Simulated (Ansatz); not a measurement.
System: 1T (CdI2-type) ZrSe₂. Method: LDA (plane waves, PAW; Ansatz, an electronic-structure program).

Run with plane-wave cutoff 520 eV, 12×12×6 k mesh (along the axes of the cell as run), Fermi–Dirac smearing 0.01 eV, scalar-relativistic PAW data made under PBE.

Starting structure:

```yaml
crystal:
  lattice:
    - [3.77000, 0.00000, 0.00000]
    - [-1.88500, 3.26492, 0.00000]
    - [0.00000, 0.00000, 6.14000]
  atoms:
    - { symbol: Zr, position: [0.00000, 0.00000, 0.00000] }
    - { symbol: Se, position: [0.33333, 0.66667, 0.25500] }
    - { symbol: Se, position: [0.66667, 0.33333, 0.74500] }
```

**Question.** Into what structure does the relaxation of cell and atoms lead at this level, with the symmetry of the start kept?

**Answer.** The volume decreases by 7.0 %; final space group P-3m1.
```yaml
crystal:
  lattice:
    - [3.69428, 0.00000, 0.00000]
    - [-1.84714, 3.19934, 0.00000]
    - [0.00000, 0.00000, 5.94831]
  atoms:
    - { symbol: Zr, position: [0.00000, 0.00000, 0.00000] }
    - { symbol: Se, position: [0.33333, 0.66667, 0.26615] }
    - { symbol: Se, position: [0.66667, 0.33333, 0.73385] }
```

Note: the solid has no gap at this level, which affects its response.
